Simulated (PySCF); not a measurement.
## Silicon: a sound run and one with changed settings

Sound run: Si [Ne] 3s2 3p2, Si⁺ [Ne] 3s2 3p1. Calculation: PySCF 2.14, in x2c-TZVPall (5s5p2d1f, 37 functions); scalar relativity by spin-free X2C-1e. The sound run starts from symmetry-adapted Hartree-Fock orbitals and uses a fine grid where one is needed.

Changed run: radial step 0.8 in ln r (0.13 in the sound run). This setting is unsound on purpose.

```csv
species,method,sound run (hartree),changed run (hartree),converged
Si,UHF,-289.45414,-289.45414,yes
Si,B3LYP,-290.00178,-290.00240,yes
Si,M06-L,-289.95697,-289.91783,yes
Si⁺,UHF,-289.17375,-289.17375,yes
Si⁺,B3LYP,-289.70412,-289.69521,yes
Si⁺,M06-L,-289.66209,-289.57518,yes
```

Ionisation energy of Si:

```tsv
method	sound run (eV)	changed run (eV)
UHF	7.630	7.630
B3LYP	8.100	8.359
M06-L	8.024	9.324
```

A coarse radial grid mis-integrates the density and the exchange-correlation energy, with errors of either sign; Hartree-Fock needs no grid.

For comparison, NIST gives 8.152 eV between the lowest levels.
